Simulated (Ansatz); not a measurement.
## Cost against result

The pair of H2O (SMILES O, atoms 1–3) and Si2H6 (SMILES [SiH3][SiH3], atoms 4–11), both closed shells, in one local arrangement (a lower one may exist), relaxed at PBE0-D4/def2-TZVP:

```xyz
11
angstrom
O -0.8216 0.0624 -3.0303
H -1.1322 -0.8321 -3.1893
H 0.0147 0.1252 -3.4979
Si 0.5210 0.0806 2.3354
Si -0.0489 0.0869 0.0636
H -0.6933 0.2193 3.1859
H 1.2025 -1.1910 2.7052
H 1.4410 1.2076 2.6527
H -0.7254 1.3626 -0.2768
H -0.9523 -1.0617 -0.2092
H 1.1945 -0.0598 -0.7391
```

Interaction energies are counterpoise-corrected; the time is that of the whole pair.

Computed with Ansatz 0.2.0 (basis: as named in each row); correlated methods freeze the cores. B3LYP uses VWN-RPA correlation. Extrapolation: Hartree–Fock as exp(−7.88 √X), correlation as X^−2.97.

Times are rough, for one single point on 4 threads of a shared host (Arm Neoverse V2).

The estimate by CCSD(T) at an estimated basis limit (MP2 extrapolated from triple and quadruple zeta, plus CCSD(T) − MP2 in triple zeta) is -0.054 eV.

| method | basis | time (s) | interaction energy (eV) | method less estimate |
| --- | --- | --- | --- | --- |
| HF | STO-3G | under 1 | 0.030 | 0.084 |
| PBE-D4 | STO-3G | under 1 | -0.016 | 0.038 |
| SPW92 | def2-SVP | under 1 | -0.120 | -0.066 |
| PBE-D4 | def2-SVP | under 1 | -0.068 | -0.014 |
| B3LYP-D4 | 6-31G | under 1 | -0.042 | 0.012 |
| PBE0-D4 | def2-SVP | under 1 | -0.063 | -0.009 |
| CCSD(T) | def2-SVP | 1 | -0.013 | 0.041 |
| PBE-D4 | def2-TZVPPD | 2 | -0.058 | -0.004 |
| revPBE-D4 | def2-TZVPPD | 2 | -0.032 | 0.022 |
| BLYP-D4 | def2-TZVPPD | 2 | -0.033 | 0.021 |
| wB97M-V | def2-SVP | 3 | -0.067 | -0.013 |
| B3LYP-D4 | def2-TZVPPD | 3 | -0.043 | 0.011 |
| HSE06-D4 | def2-TZVPPD | 3 | -0.054 | 0.000 |
| PBE0-D4 | def2-TZVPPD | 3 | -0.054 | 0.000 |
| r2SCAN-D4 | def2-TZVPPD | 4 | -0.061 | -0.007 |
| B2PLYP | def2-TZVPPD | 5 | -0.019 | 0.035 |
| wB97X-V | def2-TZVPPD | 6 | -0.057 | -0.003 |
| B97M-V | def2-TZVPPD | 8 | -0.068 | -0.014 |
| wB97M-V | def2-TZVPPD | 8 | -0.061 | -0.007 |
| MP2 | def2-QZVPPD | 17 | -0.045 | 0.009 |
| CCSD(T) | def2-TZVPPD | 97 | -0.043 | 0.011 |

T1 diagnostic: at most 0.013.
